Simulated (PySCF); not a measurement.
# MgO under other conditions

One physical setting of the base script is moved in each run, with the edits that it forces.

Method: method and basis as typed in the scripts; program: PySCF 2.14.0.

2 further runs of the same task are left out: 2 that didn't finish.

## 1. Where the work starts

MgO: 2 atoms, charge 0, spin multiplicity 1.

Bond lengths: Mg1–O2 1.818 Å.

## 2. Base script

input.py reads:

```python
from pyscf import gto, scf, cc

mol = gto.M(
    atom='Mg 0 0 0; O 0 0 1.818',
    basis='jorge-dzp-dkh',
    charge=0,
    spin=0,
    verbose=3,
)
mf = scf.RHF(mol)
mf = mf.sfx2c1e()
mf.kernel()
mycc = cc.CCSD(mf, frozen=2)
mycc.kernel()
e = mycc.ipccsd(nroots=3)[0]
print('roots (eV) =', (e*27.211386).round(3))
mf.dip_moment()
print('orbital energies (hartree):', mf.mo_energy[..., max(0, mol.nelec[1]-3):mol.nelec[0]+3].round(4))
```

Launch:

```
> python input.py
```

The log of this run is left out.

In short: E(SCF) = -274.710986 Eh, E(CCSD) − E(SCF) = -0.31232 Eh, μ = 8.27 D, ionisation roots 8.003, 8.003, 8.769 eV.

The bond length is a typed value, not an optimised one.

## 3. PCM, ε = 32.6

Edit 1 changes solvent: none (gas phase) → PCM, ε = 32.6; step after the SCF: eomip → analyze.

input.py reads:

```python
from pyscf import gto, scf, solvent

mol = gto.M(
    atom='Mg 0 0 0; O 0 0 1.818',
    basis='jorge-dzp-dkh',
    charge=0,
    spin=0,
    verbose=3,
)
mf = scf.RHF(mol)
mf = mf.sfx2c1e()
mf = solvent.PCM(mf)
mf.with_solvent.eps = 32.6
mf.kernel()
mf.analyze()
print('orbital energies (hartree):', mf.mo_energy[..., max(0, mol.nelec[1]-3):mol.nelec[0]+3].round(4))
```

Launch:

```
> python input.py
```

## 4. Bond 5.454 Å

Edit 2 changes bond length: 1.818 Å → 5.454 Å.

input.py: that of step 2 with these lines changed.

```diff
@@ -3,3 +3,3 @@
 mol = gto.M(
-    atom='Mg 0 0 0; O 0 0 1.818',
+    atom='Mg 0 0 0; O 0 0 5.454',
     basis='jorge-dzp-dkh',
```

## 5. Bond 0.3 Å

Edit 3 changes bond length: 1.818 Å → 0.3 Å.

input.py: that of step 2 with these lines changed.

```diff
@@ -3,3 +3,3 @@
 mol = gto.M(
-    atom='Mg 0 0 0; O 0 0 1.818',
+    atom='Mg 0 0 0; O 0 0 0.3',
     basis='jorge-dzp-dkh',
```

## 6. PCM, ε = 4.71

Edit 4 changes solvent: none (gas phase) → PCM, ε = 4.71; step after the SCF: eomip → analyze.

input.py reads:

```python
from pyscf import gto, scf, solvent

mol = gto.M(
    atom='Mg 0 0 0; O 0 0 1.818',
    basis='jorge-dzp-dkh',
    charge=0,
    spin=0,
    verbose=3,
)
mf = scf.RHF(mol)
mf = mf.sfx2c1e()
mf = solvent.PCM(mf)
mf.with_solvent.eps = 4.71
mf.kernel()
mf.analyze()
print('orbital energies (hartree):', mf.mo_energy[..., max(0, mol.nelec[1]-3):mol.nelec[0]+3].round(4))
```

Before running it: what results should come out? Wanted: for each run, E(SCF); from base; gap; SCF dipole; after the SCF.

As calculated:

```tsv
run	E(SCF) (hartree)	from base (eV)	gap (eV)	SCF dipole (D)	after the SCF
base	-274.710986	0	7.30	8.27	CCSD correlation -8.499 eV, core frozen, first root 8.00 eV
PCM, ε = 32.6	-274.807844	-2.6356	9.50	14.22	n/a
bond 5.454 Å	-274.643703	+1.8309	6.66	0.06	CCSD correlation -6.519 eV, core frozen, first root 6.58 eV
bond 0.3 Å (poor choice)	-234.098051	+1105.1343	12.46	0.49	CCSD correlation -6.846 eV, core frozen, first root 10.76 eV
PCM, ε = 4.71	-274.783344	-1.9690	8.85	13.54	n/a
```

What this shows: The largest comparable shift of the SCF energy, +1105.134 eV, comes with the run “bond 0.3 Å”. A continuum solvent with ε = 32.6 lowers the energy by 2.636 eV. A continuum solvent with ε = 4.71 lowers the energy by 1.969 eV. With bond 0.3 Å the frontier gap moves by over 1.5 eV, which can mean another electronic state rather than the bond length alone. Rows marked «poor choice» come from settings spoiled on purpose.
